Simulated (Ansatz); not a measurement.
# Beryllium, hcp under PBE: how the plane-wave cutoff moves the result

Aim: find which plane-wave cutoff is enough for energy and pressure. The geometry was relaxed under PBE beforehand and stays fixed; 9 values are run, from 150 to 800 eV. Wanted are the values from which on the energy stays within 10 and 1 meV/atom, and the pressure within 0.5 GPa, of the last run. Within the series other settings stay, but some runs also write fields, which adds to their time. Spin polarisation is left out.

Method: DFT PBE, plane waves with PAW, scalar-relativistic, in Ansatz 0.2.0.

## (1) The structure to begin with

Symmetry: P6_3/mmc, No. 194, hexagonal system. Conventional cell: a = 2.266 Å, b = 2.266 Å, c = 3.559 Å, α = 90.00°, β = 90.00°, γ = 120.00°. Around Be (site symmetry -6m2) lie 12 Be at 2.21 to 2.27 Å.

Structure file:

```cif
data_structure
_symmetry_space_group_name_H-M 'P 1'
_symmetry_Int_Tables_number 1
_cell_length_a 2.2657
_cell_length_b 2.2657
_cell_length_c 3.5587
_cell_angle_alpha 90.000
_cell_angle_beta 90.000
_cell_angle_gamma 120.000
_cell_volume 15.82
loop_
_atom_site_label
_atom_site_type_symbol
_atom_site_fract_x
_atom_site_fract_y
_atom_site_fract_z
_atom_site_occupancy
Be1 Be 0.33333 0.66667 0.25000 1
Be2 Be 0.66667 0.33333 0.75000 1
```

## (2) A run at the usual settings, for scale

Contents of input.yaml:

```yaml
crystal:
  lattice:
    - [2.2656737714, 0.0, 0.0]
    - [-1.1328368857, 1.9621310427, 0.0]
    - [0.0, 0.0, 3.5587036811]
  atoms:
    - { symbol: Be, position: [0.3333333333, 0.6666666667, 0.25] }
    - { symbol: Be, position: [0.6666666667, 0.3333333333, 0.75] }
hamiltonian:
  xc: pbe
  pseudopotentials:
    kind: paw
    azcp:
      Be: "pseudopotentials/Be.paw.azcp"
basis:
  ecutwfc: 420
  fft_grid_basis: typed
kpoints:
  mp_grid: { grid: [26, 26, 15], shift: [0, 0, 0] }
magnetization:
  spin_polarized: false
scf:
  occupations: { method: fermi_dirac, width: 0.1 }
  lower_state_search: "off"
output:
  stress: true
  write_density: true
  write_potential: true
  elf: true
  volumetric_format: npy
```

The run is started by

```bash
ansatz run input.yaml --threads 1 --pin off --max-ram 3584MiB --backend cpu --events-out ev --progress --plain --runs-dir out
```

## (3) Cutoff 150 eV

The run at 150 eV.

input.yaml, as its differences from that of step 2:

```diff
@@ -15,6 +15,6 @@
 basis:
-  ecutwfc: 420
+  ecutwfc: 150
   fft_grid_basis: typed
 kpoints:
-  mp_grid: { grid: [26, 26, 15], shift: [0, 0, 0] }
+  mp_grid: { grid: [16, 16, 9], shift: [0, 0, 0] }
 magnetization:
@@ -26,5 +26 @@
   stress: true
-  write_density: true
-  write_potential: true
-  elf: true
-  volumetric_format: npy
```

## (4) Cutoff 200 eV

The run at 200 eV.

input.yaml, as its differences from that of step 3:

```diff
@@ -15,3 +15,3 @@
 basis:
-  ecutwfc: 150
+  ecutwfc: 200
   fft_grid_basis: typed
@@ -26 +26,5 @@
   stress: true
+  write_density: true
+  write_potential: true
+  elf: true
+  volumetric_format: npy
```

## (5) Cutoff 250 eV

The run at 250 eV.

input.yaml, as its differences from that of step 4:

```diff
@@ -15,3 +15,3 @@
 basis:
-  ecutwfc: 200
+  ecutwfc: 250
   fft_grid_basis: typed
@@ -26,5 +26 @@
   stress: true
-  write_density: true
-  write_potential: true
-  elf: true
-  volumetric_format: npy
```

## (6) Cutoff 300 eV

The run at 300 eV.

input.yaml, as its differences from that of step 5:

```diff
@@ -15,3 +15,3 @@
 basis:
-  ecutwfc: 250
+  ecutwfc: 300
   fft_grid_basis: typed
@@ -26 +26,5 @@
   stress: true
+  write_density: true
+  write_potential: true
+  elf: true
+  volumetric_format: npy
```

## (7) Cutoff 350 eV

The run at 350 eV.

input.yaml, as its differences from that of step 6:

```diff
@@ -15,3 +15,3 @@
 basis:
-  ecutwfc: 300
+  ecutwfc: 350
   fft_grid_basis: typed
@@ -26,5 +26 @@
   stress: true
-  write_density: true
-  write_potential: true
-  elf: true
-  volumetric_format: npy
```

## (8) Cutoff 420 eV

The run at 420 eV.

input.yaml, as its differences from that of step 7:

```diff
@@ -15,3 +15,3 @@
 basis:
-  ecutwfc: 350
+  ecutwfc: 420
   fft_grid_basis: typed
```

## (9) Cutoff 500 eV

The run at 500 eV.

input.yaml, as its differences from that of step 8:

```diff
@@ -15,3 +15,3 @@
 basis:
-  ecutwfc: 420
+  ecutwfc: 500
   fft_grid_basis: typed
@@ -26 +26,5 @@
   stress: true
+  write_density: true
+  write_potential: true
+  elf: true
+  volumetric_format: npy
```

## (10) Cutoff 600 eV

The run at 600 eV.

input.yaml, as its differences from that of step 9:

```diff
@@ -15,3 +15,3 @@
 basis:
-  ecutwfc: 500
+  ecutwfc: 600
   fft_grid_basis: typed
```

## (11) Cutoff 800 eV

The run at 800 eV.

input.yaml, as its differences from that of step 10:

```diff
@@ -15,3 +15,3 @@
 basis:
-  ecutwfc: 600
+  ecutwfc: 800
   fft_grid_basis: typed
```

(Steps that only read results are left out.)

Q: Predict the outcome of this session.

**Answer**, as computed:

| quantity | value |
| --- | --- |
| E(σ → 0) stays within 10 meV/atom of 800 eV | from 300 eV on |
| E(σ → 0) stays within 1 meV/atom | from 420 eV on |
| pressure stays within 0.5 GPa | from 300 eV on |
| pressure at 800 eV | -0.01 GPa |
| CPU time, dearest over cheapest | 2.9 |
| run at the usual settings (mesh 26×26×15 against the series' 16×16×9, 420 eV) | +1.4 meV/atom from 800 eV, -0.01 GPa |

**Reading.** At 150 eV the energy differs by +192.0 meV/atom and the pressure by +1.3 GPa. Each step up in cutoff lowers the energy. Total energies within 1 meV/atom need 420 eV; differences between like structures often settle sooner.
